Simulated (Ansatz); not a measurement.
A made-up structure of CH$_{5}$BN (charge -1), closed shell:

B1  (-0.981, 0.622, -0.643)
C2  (0.085, 0.246, 0.259)
N3  (0.826, -1.019, 0.201)
H4  (-1.363, -0.099, -1.551)
H5  (-1.540, 1.703, -0.511)
H6  (-0.602, -0.276, -1.252)
H7  (1.822, -0.844, 0.093)
H8  (0.741, -1.523, 1.080)
(Å)

It is relaxed with PBE-D4/def2-SVPD and then PBE0-D4/def2-TZVPD (Ansatz 0.2.0). Atoms count as bonded within 1.22 times the sum of their covalent radii (H–H: 0.88 Å). The end point is not checked to be a true minimum.

(1) Does its bonding change? (Judge from chemistry; the calculation decides.)

## Answers

(1) Computed: Yes. Formed: C2–H6; broken: B1–H6, H4–H6.

Where it ends: The first stage lowers the energy by 4.65 eV in 19 steps. It ends as CH₅BN ([BH2][CH][NH2]), total charge -1:
```
atom    x (Å)    y (Å)    z (Å)
  B1  -1.2160   0.3503  -0.5249
  C2   0.2187   0.1733  -0.5610
  N3   0.9530  -1.0040  -0.1118
  H4  -1.9416  -0.4990  -0.0118
  H5  -1.7545   1.3300  -1.0136
  H6   0.8990   0.8906  -1.0307
  H7   1.5567  -0.7712   0.6743
  H8   0.2710  -1.6606   0.2559
```

Labels in which every atom is bracketed show which atoms are joined, not bond orders.

For scale, one of the runs: PBE0-D4/def2-TZVPD relaxation, 156 basis functions, launched by `ansatz run in.yaml --threads 2 --pin off --events-out ev --progress --plain --max-ram 4352MiB`. The run took about 16 s on 2 CPU threads of an Arm Neoverse V2 (shared host).
